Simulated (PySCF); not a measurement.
**Continuum solvent and chemical shifts**

Numbering as in the mapped SMILES `[CH2:1]=[CH:2][P-:3][PH2:4]`. Each H is labelled by its parent atom. Ha(C1) is cis to P3; Hb(C1) is trans to P3.

GIAO PBE0/pcSseg-1 in PySCF on one PBE0-D3(BJ)/def2-SVP conformer, non-relativistic, equivalent nuclei averaged. Solvents enter as an IEF-PCM continuum (benzene with ε = 2.3, dimethylsulfoxide with ε = 46.8) around the gas-phase geometry. Shifts are referred to TMS computed in the same medium.

Gas phase, δ in ppm: C2 180.1, C1 90.0, H(C2) 7.17, Ha(C1) 4.27, Hb(C1) 4.01, H(P4) 3.22. Dipole moment 1.34 D.

**Question.** How does each δ change in the continuum?

**Answer.** 
| atoms | environment | Δδ, benzene | Δδ, dimethylsulfoxide |
| --- | --- | --- | --- |
| C2 | alkene CH | -1.6 | -4.0 |
| C1 | terminal =CH2 carbon | +4.9 | +11.7 |
| H(C2) | hydrogen on an alkene CH | -0.11 | -0.24 |
| Ha(C1) | hydrogen on a terminal =CH2 carbon | +0.24 | +0.56 |
| Hb(C1) | hydrogen on a terminal =CH2 carbon | +0.29 | +0.72 |
| H(P4) | hydrogen on a phosphorus bonded to P | +0.10 | +0.29 |

Changes are relative to the gas phase. The dipole moment becomes 1.67 D in benzene, 2.21 D in dimethylsulfoxide.

**Question.** Which nuclei move most (in ppm), and what does the model miss?

**Answer.** C1 (terminal =CH2 carbon, +11.7 ppm) in dimethylsulfoxide. A continuum only polarises the solute; specific hydrogen bonds, the anisotropy of aromatic solvents and changes of geometry or conformer are outside it, as are counter-ions.
